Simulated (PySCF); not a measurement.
A GIAO shielding run with PySCF 2.14.0 with density-fitted response routines (density fitting, non-relativistic, gas phase) on `[C-]#CCCCC`, [C6H9]-:

```
{"job": {"kind": "nmr", "xc": "BLYP", "basis": "pcSseg-1", "pop": false}, "charge": -1, "multiplicity": 1}
C      2.811855     1.152361     1.349157
C      2.361468     0.403648     0.454171
C      1.738774    -0.430856    -0.575133
C      0.226629    -0.620017    -0.369164
C     -0.532509     0.697590    -0.360194
C     -2.007514     0.560004    -0.018626
H      1.886353    -0.002182    -1.591982
H      2.201239    -1.439582    -0.627845
H      0.073739    -1.122540     0.603208
H     -0.188484    -1.292463    -1.147973
H     -0.421960     1.185839    -1.346719
H     -0.017408     1.353177     0.363501
H     -2.523985     1.534578    -0.022192
H     -2.536483    -0.097070    -0.732031
H     -2.140398     0.121419     0.984767
```

Hardware: 1 thread of an Arm Neoverse V1, shared host.

Question: How large is the calculation?

Answer: 46 electrons, 147 basis functions and 756 auxiliary functions.

Question: How long does it take?

Answer: 22 s of wall time, with 16 SCF cycles. Times on a shared host scatter by some tens of per cent.

Question: And these other runs on the same molecule and hardware: GIAO shielding at BP86/pcSseg-1; GIAO shielding at HF/pcSseg-1; GIAO shielding at LDA/pcSseg-1; GIAO shielding at OPBE/pcSseg-1; GIAO shielding at PBE/pcSseg-1; GIAO shielding at B97-2/pcSseg-1?

Answer: BP86/pcSseg-1: 147 functions, 22 s; HF/pcSseg-1: 147 functions, 6 s; LDA/pcSseg-1: 147 functions, 18 s; OPBE/pcSseg-1: 147 functions, 22 s; PBE/pcSseg-1: 147 functions, 22 s; B97-2/pcSseg-1: 147 functions, 12 s.
